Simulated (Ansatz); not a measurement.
C3H4FN can be A, `C=C=C(N)F`, or B, `C=NC(=C)F`.

Program: Ansatz. Geometries: PBE0-D4/def2-TZVP. ΔE: electronic, gas phase. CCSD(T)/CBS is the MP2 limit (def2-TZVPP, def2-QZVPP) plus CCSD(T) − MP2 in def2-TZVPP, frozen cores. DFT in def2-TZVPP. Each species was taken in one conformer, which may not be the lowest.

Question: Which isomer does CCSD(T)/CBS put lower? Give the gap. (Best estimate.)

Answer: The calculation gave: B, by 63.3 kJ/mol.

Question: Give E(B) − E(A) in kJ/mol with PBE-D4, r2SCAN-D4, LDA (SPW92), MP2/def2-TZVPP, PBE0-D4, CCSD(T)/def2-TZVPP, BLYP-D4. (Best estimate.)

Answer: Computed: PBE-D4 -54.1, r2SCAN-D4 -58.2, LDA (SPW92) -47.1, MP2/def2-TZVPP -63.3, PBE0-D4 -55.3, CCSD(T)/def2-TZVPP -66.2, BLYP-D4 -59.9. None reverses the order clearly.

Question: Does the order hold for the free energy at 298.15 K (harmonic terms from PBE0-D4)? (Estimate.)

Answer: Ansatz gave: Yes: G(B) − G(A) = -61.6 kJ/mol, for one conformer each.

Largest T1 diagnostic: 0.013.

Leaving LDA and LC-ωPBE aside and taking each functional with its dispersion term where it has one, the values, not all of them listed here, spread over 8.8 kJ/mol, from BHLYP-D4 to PBE-D4. LDA lies +6.2 kJ/mol from PBE without D4. In def2-TZVPP, CCSD(T) changes the Hartree–Fock value by +5.9 kJ/mol (the triples alone add −1.5 kJ/mol) and MP2 by +8.8 kJ/mol.
